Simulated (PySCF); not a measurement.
Species: C4H6F (charge +1).
InChI=1S/C4H6F/c1-3-4(2)5/h3H,1H2,2H3/q+1

The calculation used MP2 and CCSD/aug-cc-pVDZ in PySCF, restricted Hartree–Fock reference, 5 core orbitals frozen, non-relativistic, gas phase, PBE0-D3(BJ)/def2-SVP geometry.

E(HF) = -254.13775 Eh.

Question: How large is the problem?

Answer: 169 basis functions and 38 electrons; 5 orbitals frozen, which leaves o = 14 correlated occupied and v = 150 virtual orbitals. That is o·v = 2100 singles and o·v(o·v + 1)/2 = 2206050 distinct closed-shell doubles amplitudes before symmetry; the costliest CCSD step grows as o²v⁴ = 9.9 × 10^10.

Question: What are the MP2 and CCSD correlation energies?

Answer: MP2 -0.7288 Eh and CCSD -0.7738 Eh, which gives totals of -254.86656 and -254.91155 Eh. That is 0.752 eV for each correlated electron at CCSD (2032 kJ/mol in all, 0.304 % of the total energy); MP2 gives 94.2 % of the CCSD value.

Question: What is the T1 diagnostic?

Answer: 0.0164, below the customary warning level of 0.02. It is the norm of the spatial-orbital singles amplitudes over the root of the number of correlated electrons, so the norm is 0.087.

No triples correction and no basis-set extrapolation were made.

The job also held the EOM ionisation roots. The run took 6.3 min wall on Intel Xeon Platinum 8259CL at 2.50 GHz, one thread, shared host with 96 logical CPUs at a one-minute load of 54, and the process peaked at 3.0 GiB of memory.

Conformer computed: `[CH2:1]=[CH:2][C+:3]([CH3:4])[F:5]`: C1–C2–C3–C4 179°.

One conformer stands for the species.
